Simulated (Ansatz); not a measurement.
We consider α-N2, described by G0W0@PBEsol in Ansatz (plane waves, hard PAW, contour deformation).

The same calculation (at the measured cell, 22.749 Å³/atom) with different numerical settings; throughout: k mesh 2×2×2:

```json
[
 {"run": "1", "response cutoff (eV)": "70", "empty bands": "445", "quasiparticle gap on the mesh (eV)": "13.795", "quasiparticle gap at Γ (eV)": "13.824"},
 {"run": "2", "response cutoff (eV)": "105", "empty bands": "817", "quasiparticle gap on the mesh (eV)": "13.804", "quasiparticle gap at Γ (eV)": "13.831"},
 {"run": "3", "response cutoff (eV)": "140", "empty bands": "1258", "quasiparticle gap on the mesh (eV)": "13.828", "quasiparticle gap at Γ (eV)": "13.854"},
 {"run": "4", "response cutoff (eV)": "175", "empty bands": "1758", "quasiparticle gap on the mesh (eV)": "13.851", "quasiparticle gap at Γ (eV)": "13.877"}
]
```

In the column quasiparticle gap on the mesh (eV) the first row differs from the last by -0.056 and the next to last by -0.023.

The last row is no converged limit: other settings stay fixed.

Ansatz is an electronic-structure program.
